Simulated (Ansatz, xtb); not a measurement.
## H6NSi2: 4 structures ranked

4 gas-phase structures of H6NSi2, found in a search over its isomers (lower ones may exist). Each was relaxed with GFN2-xTB:

A. `[SiH3][N][SiH3]`, a doublet
B. `N[SiH2][SiH2]`, a doublet
C. `N[SiH][SiH3]`, a doublet
D. `[SiH2]N[SiH3]`, a doublet

Problem. Make a reasoned guess at their ranking by r2SCAN-D4/def2-SVP single-point energy.

Solution. Calculated order at r2SCAN-D4/def2-SVP: D (0.0), C (7.4), B (8.5), A (20.9) kcal/mol.

Energies above the lowest of each column, in kcal/mol; the last columns are at B3LYP/6-31G* geometries and were run for some of them only (a dash: not run or not comparable):

```csv
structure,GFN2-xTB,HF/STO-3G,r2SCAN-D4/def2-SVP,B3LYP/6-31G*,CCSD(T)/def2-SVP + ΔMP2/def2-TZVPP
D,0.0,0.0,0.0,0.0,0.0
C,21.2,8.1,7.4,7.7,10.5
B,22.6,9.8,8.5,10.3,11.3
A,6.3,3.4,20.9,–,–
```

Every level run on D puts it lowest or level with the lowest. Flexible structures stand in one conformer each, not always the lowest. Frequencies (B3LYP/6-31G*) were run for B, C, D alone. Open shells are spin-unrestricted. ΔMP2 is the change of the MP2 energy from the smaller to the larger basis.

Over these structures GFN2-xTB departs from r2SCAN-D4/def2-SVP by 10.6 kcal/mol on average once a common shift is removed. A GFN2-xTB relaxation took about 0.083 s and the r2SCAN-D4/def2-SVP energy about 4.2 s on a shared host (Ansatz 0.2.0, xtb 6.7.1 (Pople sets with spherical d functions)).
